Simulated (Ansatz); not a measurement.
Ansatz (a first-principles code) input:

Ansatz 0.2 input:
```yaml
crystal:
  periodic: [false, false, false]
  atoms:
    - {symbol: C, position_ang: [0.04224489, -0.56967492, 0.04211330]}
    - {symbol: O, position_ang: [-0.04486502, 0.78779394, -0.03501777]}
    - {symbol: H, position_ang: [1.07433732, -0.94369547, -0.01301193]}
    - {symbol: H, position_ang: [-0.49479825, -0.99234206, 0.90297455]}
    - {symbol: H, position_ang: [-0.47408828, -0.94826445, -0.86250030]}
basis:
  gaussian:
    orbitals: def2-TZVPD
hamiltonian:
  xc: {name: B2GP-PLYP}
magnetization: {spin_polarized: true, initial_magnetization: 1}
correlation: {electrons: outside_noble_gas}
```

Task: What final total energy does it print?

Result: -114.98473 Eh (B2GP-PLYP/def2-TZVPD). The basis has 104 functions.

It need not be the lowest isomer of its formula.
